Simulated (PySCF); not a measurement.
Compound: C₆H₈ (charge -1 and doublet state).
Geometry (GFN2-xTB, Å), atoms numbered from 1 in this order:
```
atom  x, y, z in Å
C1     2.8154    0.6682    0.3084
C2     1.6113   -0.0096   -0.2227
C3     0.5998   -0.6323    0.1673
C4    -0.5584   -1.3574    0.1945
C5    -1.8612   -0.8545    0.3188
C6    -2.1686    0.6031    0.3821
H7     3.7229    0.1282    0.0075
H8     2.8946    1.6854   -0.0974
H9     2.8389    0.7560    1.4112
H10   -0.4588   -2.4476    0.1818
H11   -2.6950   -1.5447    0.4119
H12   -2.8883    0.9232   -0.3918
H13   -1.2481    1.1672    0.2365
H14   -2.6054    0.9144    1.3501
```

The hyperfine couplings belong to this conformer and change with its torsions.

The species is `C/[C-]=[C]/C=C\C` [radical] (charge -1).

Computed with UKS B3LYP, pcH-1 on C H, non-relativistic, mean-field spin-orbit, GIAO (PySCF 2.14.0). Whether the extra electron is bound in the gas phase wasn't checked; a finite basis holds it in any case. A GFN2-xTB geometry isn't a minimum of the functional, and hyperfine couplings can be far from their values at a DFT geometry, by a factor of two or more for some ions and for spin on atoms past the first row. The frame is twisted about the C3–C4 bond at this geometry (dihedral C2–C3–C4–H10 = 87°); couplings at other torsion angles weren't computed. Stability of the SCF solution: not tested.

Principal values of hyperfine tensors in MHz (contact and dipolar terms together), for some of the nuclei:

| atom | isotope | A1 | A2 | A3 |
| --- | --- | --- | --- | --- |
| C1 | 13C | 94.14 | 96.64 | 103.34 |
| C2 | 13C | 67.34 | 71.44 | 142.41 |
| H14 | 1H | 51.62 | 52.46 | 59.15 |
| H9 | 1H | 42.49 | 42.76 | 50.31 |
| H12 | 1H | 40.32 | 40.75 | 47.78 |
| C5 | 13C | 0.32 | 1.47 | 123.47 |
| C6 | 13C | -19.57 | -19.08 | -17.01 |
| H10 | 1H | -10.53 | -10.14 | -1.55 |

Q: Split each tensor into its isotropic and traceless parts, and turn a_iso into mT with g = 2.0023.

A: a_iso is a third of the trace, T = A − a_iso, and a(mT) = a(MHz)/(g × 13.996).

```
atom  a_iso (MHz)  a_iso (mT)      T1      T2     T3
  C1        98.04       3.498   -3.90   -1.40   5.30
  C2        93.73       3.345  -26.39  -22.29  48.68
 H14        54.41       1.942   -2.79   -1.95   4.74
  H9        45.19       1.612   -2.69   -2.43   5.12
 H12        42.95       1.533   -2.63   -2.20   4.83
  C5        41.75       1.490  -41.43  -40.28  81.71
  C6       -18.55      -0.662   -1.01   -0.53   1.55
 H10        -7.41      -0.264   -3.12   -2.73   5.85
```

Q: What spin density at the nucleus of H9 lies behind its contact coupling (g_N = 5.58569)?

A: a_FC = 800.24 MHz bohr³ × g_N × ρ(0)/(2S). With a_FC = 45.19 MHz and 2S = 1, ρ(0) = 0.01011 bohr⁻³. In magnitude that is 3.2 % of the 1/π = 0.318 of a free hydrogen atom.

Q: H11 (1H, g_N = 5.58569) isn't in the table. Its spin density at the nucleus is -0.006947 bohr⁻³. What is its contact coupling?

A: By the same relation, a_FC = -31.1 MHz. Its full tensor has the principal values -51.31, -30.33, -11.51 MHz.

Q: Which nucleus of the table has the largest anisotropic coupling, and what is its form?

A: C5: -41.4, -40.3, 81.7 MHz, axial, in the ratio −1:−1:+2, the form that spin in one p orbital centred on that nucleus gives.

Q: In a single crystal, with the field along each principal axis of the tensor of C1 in turn, what first-order splitting does this nucleus give (isotropic g, quadrupole terms neglected)?

A: 2 lines (I = 1/2), spaced by |A_i|/(g × 13.996): 3.36, 3.45, 3.69 mT along the axes of A1, A2 and A3.

Hardware: Intel Xeon at 2.70 GHz, one thread, on a shared host. Cost: 44 s of wall time (grids of density and orbitals included), 0.86 GiB resident at most.

The SMILES draws the unpaired electron on C3; the largest computed Mulliken spin population is on C5 (0.51 against 0.09).
